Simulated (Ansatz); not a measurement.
Geometry optimisation, UKS PBE-D4/def2-SVP in Ansatz.

input.yaml

```yaml
crystal:
  periodic: [false, false, false]
  atoms:
    - { symbol: C, position_ang: [-0.46117, 0.53967, -0.41898] }
    - { symbol: B, position_ang: [0.29346, -0.34647, 0.25931] }
    - { symbol: Cl, position_ang: [1.23335, -1.44004, 1.07676] }
    - { symbol: H, position_ang: [-1.06564, 1.24684, -0.91709] }
magnetization:
  spin_polarized: true
  initial_magnetization: 1
basis:
  gaussian: { orbitals: def2-SVP }
hamiltonian:
  xc: pbe
  dispersion: d4
relax:
  f_tol: 0.02
  max_steps: 40
```

Run as:

```bash
$ ansatz run input.yaml --threads 1 --pin off --max-ram 2048MiB --backend cpu --events-out ev --progress --plain --runs-dir out
```

**Question.** Where does it end, and by what steps?

**Answer.** It converged. After 4 steps the energy has fallen by 0.061 eV; Cl3 moved furthest, 0.05 Å.

| step | energy less start (eV) | largest force component (eV/Å) | accepted |
| --- | --- | --- | --- |
| 0 | 0.0000 | 0.908 | yes |
| 1 | -0.0509 | 0.475 | yes |
| 2 | -0.0604 | 0.059 | yes |
| 3 | -0.0606 | 0.021 | yes |
| 4 | -0.0608 | 0.001 | yes |

```xyz
4
Properties=species:S:1:pos:R:3
C -0.473 0.554 -0.413
B 0.300 -0.351 0.261
Cl 1.262 -1.475 1.099
H -1.088 1.272 -0.948
```

Whether the end is a true minimum wasn't checked by a vibrational analysis.

The run took 96 s on 1 thread of Arm Neoverse V1, on a shared host, peak memory 0.13 GiB.
